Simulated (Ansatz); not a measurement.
Density of states of SrTiO3 (I4/mcm, a = 5.487 Å, b = 5.487 Å, c = 7.809 Å, α = 90.00°, β = 90.00°, γ = 90.00°), in states per eV and primitive cell, averaged over bins of 0.3 eV. All numbers below come from DFT PBEsol, scalar-relativistic, plane waves, PAW in Ansatz 0.2.0.

Settings: cutoff 420 eV, Γ-centred mesh 8×8×8 on the computed 10-atom cell, Gaussian smearing of 0.02 eV; no spin polarisation.

The cell is relaxed at this level. The states (both spins) are summed by tetrahedra on a 12×12×12 mesh at the self-consistent density. Energies are bin centres; the table starts no lower than −8 eV and ends at 6 eV, or lower where the solved bands end.

The gap is 1.97 eV at this level, with the zero inside it.

```
E − E_F (eV) total O 2p Ti 3d O 2s Sr 5s
       -5.50   2.62   1.88   0.40  0.01   0.06
       -5.20   9.88   6.91   2.04  0.03   0.19
       -4.90   8.75   6.06   2.13  0.05   0.18
       -4.60   7.62   5.50   1.62  0.06   0.10
       -4.30   9.34   7.04   1.72  0.07   0.08
       -4.00  12.96  10.34   1.90  0.07   0.04
       -3.70  11.20   9.33   1.26  0.04   0.03
       -3.40   4.36   3.44   0.69  0.03   0.02
       -3.10   4.00   3.31   0.45  0.04   0.03
       -2.80   6.20   5.40   0.37  0.07   0.09
       -2.50   5.49   4.94   0.23  0.05   0.05
       -2.20   9.87   9.03   0.41  0.07   0.05
       -1.90  12.06  11.14   0.47  0.08   0.03
       -1.60   8.58   8.13   0.19  0.03   0.02
       -1.30   5.45   5.29   0.03  0.01   0.00
       -1.00   1.63   1.60   0.00  0.00   0.00
       -0.70   0.00   0.00   0.00  0.00   0.00
       -0.40   0.00   0.00   0.00  0.00   0.00
       -0.10   0.00   0.00   0.00  0.00   0.00
        0.20   0.00   0.00   0.00  0.00   0.00
        0.50   0.00   0.00   0.00  0.00   0.00
        0.80   0.00   0.00   0.00  0.00   0.00
        1.10   1.05   0.04   0.99  0.00   0.00
        1.40   2.16   0.17   1.95  0.00   0.00
        1.70   2.73   0.33   2.34  0.00   0.00
        2.00   3.62   0.54   2.97  0.01   0.01
        2.30   4.72   0.83   3.73  0.01   0.03
        2.60   6.70   1.32   5.12  0.01   0.05
        2.90  11.34   2.34   8.47  0.02   0.13
        3.20   6.39   1.23   4.65  0.04   0.15
        3.50   1.38   0.29   0.99  0.01   0.03
        3.80   1.68   0.11   1.30  0.19   0.00
        4.10   2.43   0.22   1.82  0.27   0.01
        4.40   2.84   0.31   2.05  0.32   0.00
        4.70   2.56   0.33   1.69  0.25   0.00
        5.00   2.38   0.34   1.31  0.19   0.02
        5.30   2.60   0.39   1.22  0.17   0.03
        5.60   3.15   0.44   1.21  0.19   0.09
```

The columns after the total are the main Löwdin projections on the occupied valence shells of the potentials; 5 others are left out. The rest of the total lies in those, in shells that are empty in the free atom, which aren't projected, and between the atoms.

A ferromagnetic start lost its moments in a first run, so spin was left out; other magnetic orders weren't tried.

Cost: 1 run of about 3.6 core-minutes, on Arm Neoverse V1 (shared hosts).